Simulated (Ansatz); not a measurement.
Relaxed structures of Al2BH5, closed shell (PBE0-D4/def2-TZVP; forces vanish, vibrations not checked; lower isomers may exist, and structures with a doubtful reference or unclear bonds are left out; Å). Computed with Ansatz 0.2.0 (basis: def2-TZVPP); correlated methods freeze the cores.

**Question.** Rank them by CCSD(T) energy, lowest first, and give each one's height above the lowest. Links in brackets join atoms within 1.22 times the sum of their covalent radii (1.1 for two metals). (Judge from chemistry; the value comes from the calculation.)
A.
Al₂BH₅ ([BH2][AlH][AlH2])
```
8
angstrom
B -0.6950 1.3654 -1.3647
Al 0.7608 0.3846 -0.2033
Al 0.1323 -1.5412 1.4186
H -1.0266 0.9758 -2.4513
H -1.3055 2.3206 -0.9681
H 2.2945 0.8273 -0.3160
H 0.1054 -3.0655 0.9456
H -0.2658 -1.2670 2.9392
```
B.
Al₂BH₅ ([AlH][BH2][AlH2])
```
8
angstrom
B -0.5022 0.5306 -0.5772
Al 1.4261 0.9834 -0.6205
Al -0.6528 -1.0365 0.8132
H -0.7634 0.1215 -1.6854
H -1.0507 1.5166 -0.1400
H 3.0048 1.2285 -0.5385
H -0.5506 -2.5721 0.3795
H -0.9112 -0.7719 2.3688
```
C.
Al₂BH₅ ([H]1[AlH]2[AlH]3[H][BH]123)
```
8
angstrom
B -0.3239 0.5164 -1.3265
Al 1.2351 0.7243 0.1409
Al -0.2965 -1.0582 0.1421
H -1.3797 0.1242 -0.7263
H -0.1002 1.6182 -0.7216
H 2.5341 1.6108 0.0394
H -0.9761 -2.4760 0.0320
H -0.5845 0.7426 -2.4708
```

**Answer.** The calculation gives: C (0.00 kcal/mol), B (7.66 kcal/mol), A (17.02 kcal/mol). Heights count from the lowest.

T1 diagnostic: at most 0.016.

For scale, one of the runs: CCSD(T)/def2-TZVPP, 185 basis functions, launched by `ansatz run in.yaml --threads 2 --pin off --events-out ev --progress --plain --max-ram 4352MiB`. The run took 16 s on 2 CPU threads of an Intel Xeon Platinum 8488C (shared host), with 1.6 GiB of host memory at its peak.
